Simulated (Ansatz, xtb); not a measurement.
Molecule: triplet silylene, SiH₂ (charge 0, triplet). This is an excited triplet: at this geometry the singlet lies 0.46 eV lower at CCSD(T)/CBS(aug-cc-pV(T+d)Z,aug-cc-pV(Q+d)Z). 
Geometry from a B3LYP-D3(BJ)/def2-TZVP (Ansatz, a first-principles code) optimisation:
```xyz
3

Si     0.0022    -0.0010     0.0949
H      0.0026     1.2826    -0.6513
H     -0.0339    -1.2684    -0.6777
```
Charge 0, spin multiplicity 3.

Harmonic wavenumbers from GFN2-xTB (xtb, at its own minimum), cm⁻¹: 690, 2319, 2409.

**Question.** Give the harmonic wavenumbers at B3LYP-D3(BJ)/def2-TZVP (Ansatz, finite differences of forces, unscaled).

**Answer.** 891, 2156, 2226 cm⁻¹. Zero-point energy 7.5 kcal/mol.

**Question.** From these and the geometry, give the ideal-gas thermochemistry at 298.15 K and 1 atm (rigid rotor, harmonic oscillator).

**Answer.** Point group C2v, rotational symmetry number 2. Rotational constants 465.6, 154, 115.7 GHz. S(trans) 36.14, S(rot) 12.95, S(vib) 0.15, S(elec, spin only) 2.18, S 51.4 cal/(mol K). H(298) - H(0) 2.41 kcal/mol; G - E(el) -5.4 kcal/mol.
